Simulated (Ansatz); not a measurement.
We consider litharge PbO, described by PBEsol (Ansatz, an electronic-structure program, plane waves, PAW).

Run with plane-wave cutoff 560 eV, 10×10×8 k mesh (along the axes of the cell as run), perturbation theory, scalar-relativistic PAW data made under PBE.

Cell (measured lattice):

Space group P4/nmm, origin choice 1 (No. 129); a = b = 3.9750 Å, c = 5.0230 Å, α = β = γ = 90.00°

| atom | site | symmetry | x | y | z |
|---|---|---|---|---|---|
| Pb | 2c | 4mm | 0.0000 | 0.5000 | 0.2364 |
| O | 2a | -4m2 | 0.0000 | 0.0000 | 0.0000 |

Question: What does this level give for the high-frequency dielectric constant (mean over three axes) and static dielectric constant (mean over three axes)?

Answer: 
- high-frequency dielectric constant (mean over three axes) = 6.67
- static dielectric constant (mean over three axes) = 16.0

Note: the cell isn't this level's own, so it is under some stress, which shifts stiffness and frequencies.

Spin–orbit coupling is not included; it can shift volumes and moduli of such heavy elements.
